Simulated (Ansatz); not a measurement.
CH2O, singlet in cc-pVTZ: errors against RCCSDT(Q)

Geometry: MP2(full)/6-31G*, from the G2/97 set.

| atom | x (Å) | y (Å) | z (Å) |
| --- | --- | --- | --- |
| O | 0.0000 | 0.0000 | 0.6094 |
| C | 0.0000 | 0.0000 | -0.6107 |
| H | 0.0000 | 0.9344 | -1.1982 |
| H | 0.0000 | -0.9344 | -1.1982 |

Basis cc-pVTZ; Ansatz 0.2.0. Only valence electrons are correlated (noble-gas cores frozen), which leaves 12 electrons in 86 orbitals. R marks a restricted (for open shells ROHF) determinant. Active spaces: valence = (12e, 10o) chosen from the atoms' valence shells.

Full CI isn't at hand for all of this; RCCSDT(Q) serves as the reference, and is uncertain by about the last step of the cluster series.

- UHF ⟨S²⟩: 0.000
- T1 diagnostic (RCCSD): 0.0161
- largest doubles amplitude (RCCSD): 0.113

Problem. From what is known of these methods and the diagnostics, rank them by the size of their error in total energy against RCCSDT(Q) in cc-pVTZ, smallest first (an estimate: the text doesn't fix the numbers).
A. BCCD(T)
B. RCCSD
C. CISD
D. CASSCF (valence space)
E. MRCISD+Q (valence space)

Solution. A (3.1 kJ/mol), E (7.8 kJ/mol), B (47.5 kJ/mol), C (128.9 kJ/mol), D (761.2 kJ/mol).

All errors are against RCCSDT(Q) in cc-pVTZ. Within each family the higher level lies nearer, as is usual though not guaranteed.

Natural occupations of CASSCF (valence space) about the gap: 1.990 1.988 1.979 1.975 1.936 0.067 0.026 0.024 0.016; effectively unpaired electrons, Σ n²(2−n)², 0.04.

Atomization energy (electronic, same basis, no zero-point term; atoms at the same level, unrestricted beside the R rows where the molecule is a closed shell, with restricted open-shell steps beyond CCSDT(Q)) at RCCSDT(Q): 1522.1 kJ/mol. Errors of other levels:

```csv
level,error (kJ/mol)
RHF,-453.8
RMP2,37.5
CISD,-106.1
RCCSD,-32.3
RCCSD(T),-1.0
BCCD(T),-0.4
RCCSDT,-2.6
CASSCF (valence space),-120.2
NEVPT2 (valence space),-3.9
MRCISD (valence space),-29.9
MRCISD+Q (valence space),-7.9
MRCISD+Q(relaxed) (valence space),-4.9
```

This basis is far from its limit, so the value isn't to be set against a measured one. Truncated CI isn't size-consistent, which counts against it in atomization.
